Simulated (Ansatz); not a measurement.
Reaction: CH4N (SMILES N[CH2], doublet) → CH4N- (SMILES [CH2-]N) (an electron is taken up)
Each species at its own B3LYP-D3(BJ)/def2-TZVP minimum (Ansatz, an electronic-structure program).

Total energies in hartree (Ansatz). Radicals and triplets start from unrestricted determinants; spin-orbit coupling is neglected. Cores are frozen in correlated methods. No relativity.

```tsv
species	HF/aug-cc-pVTZ	CCSD(T)/aug-cc-pVTZ	HF/aug-cc-pVQZ	CCSD(T)/aug-cc-pVQZ	CCSD(T)/aug-cc-pVDZ	CCSDT(Q)/aug-cc-pVDZ
1: CH4N (SMILES [CH2]N, doublet)	-94.63306	-95.04770	-94.63896	-95.07205	-94.95952	-94.96082
2: CH4N- (SMILES [CH2-]N)	-94.55979	-95.02660	-94.56550	-95.05117	-94.93712	-94.93869
```

Question: Work out the adiabatic electron affinity (electronic), positive where energy is released in eV: take Hartree-Fock from aug-cc-pVQZ, extrapolate the CCSD(T) correlation energy as X^-3 (X = 3, 4), and add CCSDT(Q) - CCSD(T) in aug-cc-pVDZ. 1 hartree = 27.211 eV.

Answer: 
Species 1: correlation (64·(-0.43309) - 27·(-0.41464))/37 = -0.44655; step -0.00130; E1 = -94.63896 + (-0.44655) + (-0.00130) = -95.08681
Species 2: correlation (64·(-0.48567) - 27·(-0.46681))/37 = -0.49943; step -0.00157; E2 = -94.56550 + (-0.49943) + (-0.00157) = -95.06650
+1·E1 -1·E2 = -0.02031 hartree = -0.55 eV.
